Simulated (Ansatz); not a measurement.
Reaction (SMILES): P (PH3) + H+ → [PH4+]
B3LYP-D3(BJ)/def2-TZVP geometries, fixed; electronic energies without zero-point terms; positive where energy is released.

Energies in hartree at MP2 with Ansatz (a quantum-chemistry and plane-wave program); the proton affinity is their sum with the coefficients shown, times 627.509 kcal/mol a hartree; the bare proton counts zero. All functions are spherical. Cores are frozen. No added dispersion term, no relativity.

| species | coefficient | part | cc-pV(D+d)Z | cc-pV(T+d)Z | cc-pV(Q+d)Z |
|---|---|---|---|---|---|
| P (PH3) | +1 | Hartree-Fock | -342.47590 | -342.48995 | -342.49365 |
| P (PH3) | +1 | correlation | -0.13495 | -0.17005 | -0.18221 |
| [PH4+] | -1 | Hartree-Fock | -342.79293 | -342.80994 | -342.81420 |
| [PH4+] | -1 | correlation | -0.12850 | -0.15959 | -0.17096 |

Problem. Predict the proton affinity in cc-pV(5+d)Z (X = 5): let each Hartree-Fock step shrink by the ratio of the last two, and fit each correlation energy at X = 3 and 4 to E + A/X^3. Compare with the run.

Solution. 
- P (PH3): steps -0.01405 and -0.00370, ratio 0.263, so Hartree-Fock -342.49462 (run: -342.49439); A = (-0.17005 - (-0.18221))/(1/27 - 1/64) = 0.5679, correlation -0.18221 - A/64 + A/125 = -0.18654 (run: -0.18720).
- [PH4+]: steps -0.01701 and -0.00426, ratio 0.250, so Hartree-Fock -342.81527 (run: -342.81507); A = (-0.15959 - (-0.17096))/(1/27 - 1/64) = 0.5310, correlation -0.17096 - A/64 + A/125 = -0.17501 (run: -0.17547).
Predicted 193.98 kcal/mol; the run in cc-pV(5+d)Z gives 193.87, a miss of 0.11. Keeping the value in cc-pV(Q+d)Z, 194.09, would miss by 0.22. All sums are of the energies as printed.
